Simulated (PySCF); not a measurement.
Gas-phase reaction: SiH₂(NH₂)₂ + N₂ ⇌ 3 NH₂ + SiN

Computed with PySCF (xtb for GFN2) and rigid-rotor harmonic-oscillator thermochemistry at 1 bar. † marks an energy on the PBE0/def2-TZVP geometry and frequencies; other levels use their own. Open shells (unrestricted): NH₂ (multiplicity 2), SiN (multiplicity 2); the rest are closed-shell singlets. GFN2 has no spin-polarisation term. SiH₂(NH₂)₂: computed as isolated molecules; such fragments, hydroxides, amides, oligomers or adducts are transient or little studied in the gas.

ωB97X-V/def2-TZVP† gives ΔH°(298 K) = 1216 kJ.

Q: What do M06-2X/def2-TZVP†, PBE0/def2-TZVP, GFN2-xTB give?

A: M06-2X/def2-TZVP†: 1218 kJ; PBE0/def2-TZVP: 1160 kJ; GFN2-xTB: 1191 kJ. For scale, ΔH°(298 K) is 1216 kJ at this level, 1205 kJ at ωB97M-V/def2-TZVP†, and runs from 1099 to 1311 kJ over the 13 levels computed.
